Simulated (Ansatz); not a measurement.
HAl–PH2, doublet: the ladder up to UCCSDT(Q)

Geometry: displaced at random from a stationary point.

```yaml
atoms:
  - { symbol: Al, position_ang: [0.1294, -0.1205, 1.2492] }
  - { symbol: P, position_ang: [-0.1682, 0.0758, -1.0728] }
  - { symbol: H, position_ang: [-0.0539, 1.2370, 2.0653] }
  - { symbol: H, position_ang: [1.1171, 0.8595, -1.0974] }
  - { symbol: H, position_ang: [0.6437, -1.2008, -1.4399] }
```

Basis cc-pVDZ; Ansatz 0.2.0. Correlated methods freeze the noble-gas cores, which leaves 11 electrons in 41 orbitals. R marks a restricted (for open shells ROHF) determinant, U an unrestricted one.

Full CI isn't at hand for all of this; UCCSDT(Q) serves as the reference, and is uncertain by about the last step of the cluster series. The frozen core follows each run's orbitals, which can shift R against U totals by a few meV.

For open shells CISD is restricted-active-space CI with the open shells as a complete middle space.

* UHF ⟨S²⟩: 0.757
* T1 diagnostic (RCCSD): 0.0219
* largest doubles amplitude (RCCSD): 0.047
* T1 diagnostic (UCCSD): 0.0180

| level | E − E(RHF) (eV) |
| --- | --- |
| UHF | -0.0344 |
| RMP2 | -4.8013 |
| UMP2 | -4.8069 |
| RCCSD | -5.8159 |
| UCCSD | -5.8176 |
| RCCSD(T) | -5.9951 |
| UCCSD(T) | -5.9954 |

Estimate how far UCCSDT(Q) in cc-pVDZ lies from RCCSD(T). The table doesn't fix it; the size of (T) and the diagnostics are the guide.

UCCSDT(Q) in cc-pVDZ lies 4.1 kJ/mol below RCCSD(T), which is 24 % of the (T) step (-17.3 kJ/mol). The diagnostics are small and one determinant leads, so the series closes fast and only a small part of (T) is left.

The other levels:

| level | E − E(UCCSDT(Q)) (kJ/mol) | share of correlation (%) | wall time |
| --- | --- | --- | --- |
| CISD | 68.5 | 88.24 | 2.6 s |
| BCCD(T) | 4.1 | 99.30 | 2.4 s |
| RCCSDT | 1.1 | 99.81 | – |
| UCCSDT | 1.1 | 99.82 | – |
| RCCSDT(Q) | 0.1 | 99.99 | 62 s |

The correlation energy at UCCSDT(Q), counted from RHF, is -6.038 eV. That run took 56 s on 1 thread of Arm Neoverse V1, shared host.

Times hold each run's SCF and search for its determinant on a shared host, so for small cases they say little of a method's own cost; they ran on 1 thread of Arm Neoverse V1.
